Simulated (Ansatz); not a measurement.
Species, as SMILES: [O+]#[Si-] (O-Si).
Atoms: Si1, O2. Bonds: Si1-O2.

How fast the optimised Si1-O2 bond length converges with the basis for several methods (Ansatz, a quantum-chemistry and plane-wave program): deviation from each method's own reference, in Å. References: B3LYP 1.5093 Å, the value in pcseg-4; CCSD(T) 1.5169 Å, the value in def2-QZVPP; HF 1.4753 Å, the value in pcseg-4; MP2 1.5271 Å, the value in aug-cc-pV(Q+d)Z; PBE 1.5255 Å, the value in pcseg-4. Cartesian d functions, on some or all atoms, in 6-311G**; all else is spherical. In correlated methods cores are frozen. The T1 diagnostic of CCSD is high for at least one species. No added dispersion term, no relativity. The reference of a correlated method is not its basis-set limit, which lies further on.

| basis | functions | B3LYP | CCSD(T) | HF | MP2 | PBE |
|---|---|---|---|---|---|---|
| def2-SVP | 32 | 0.0181 | 0.0205 | 0.0165 | 0.0162 | 0.0197 |
| cc-pV(D+d)Z | 37 | 0.0115 | 0.0179 | 0.0111 | 0.0136 | 0.0137 |
| 6-311G** | 45 | 0.0107 | 0.0077 | 0.0072 | 0.0050 | 0.0120 |
| aug-cc-pV(D+d)Z | 55 | 0.0166 | 0.0271 | 0.0168 | 0.0250 | 0.0181 |
| pcseg-2 | 64 | 0.0024 | 0.0015 | 0.0022 | -0.0001 | 0.0027 |
| def2-TZVP | 68 | 0.0039 | 0.0048 | 0.0041 | 0.0024 | 0.0043 |
| cc-pV(T+d)Z | 69 | 0.0012 | 0.0020 | 0.0019 | -0.0007 | 0.0015 |
| def2-TZVPP | 73 | 0.0032 | 0.0044 | 0.0035 | 0.0020 | 0.0037 |
| def2-TZVPPD | 88 | 0.0036 | 0.0059 | 0.0039 | 0.0041 | 0.0039 |
| aug-cc-pV(T+d)Z | 101 | 0.0026 | 0.0049 | 0.0032 | 0.0035 | 0.0027 |
| cc-pV(Q+d)Z | 119 | 0.0004 | 0.0001 | 0.0014 | -0.0013 | 0.0004 |
| def2-QZVPP | 127 | 0.0011 | 0.0000 | 0.0014 | -0.0013 | 0.0012 |

Mean absolute deviation over 6-311G**, pcseg-2, def2-TZVP, cc-pV(T+d)Z, def2-TZVPP, def2-TZVPPD, aug-cc-pV(T+d)Z: MP2 0.0025, HF 0.0037, B3LYP 0.0040, PBE 0.0044, CCSD(T) 0.0045 Å.
